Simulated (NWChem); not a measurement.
Correlation energy of acetonitrile (C2H3N)

```xyz
6

C      0.0096    -1.1749     0.0000
C     -0.0023     0.2783     0.0000
N     -0.0118     1.4351     0.0000
H     -0.5029    -1.5596     0.8932
H     -0.5029    -1.5596    -0.8932
H      1.0441    -1.5468     0.0000
```
Charge 0, spin multiplicity 1.

Program: NWChem. The geometry was optimised at PBE0/def2-SVP, a minimum by its harmonic frequencies.

Basis set: def2-TZVP. Each correlation energy counts from its own Hartree-Fock reference.

The correlated methods keep 3 core orbitals frozen. No row is a measurement; the coupled-cluster row has its own basis-set and correlation limits.

Problem. One of these methods gave a correlation energy of -506.8 mHa. Which?
(A) SCS-MP2
(B) CCSD
(C) MP2
(D) CR-CCSD[T]

Solution. C, MP2. The others give -502.0 (SCS-MP2), -522.4 (CCSD), -542.1 (CR-CCSD[T]).
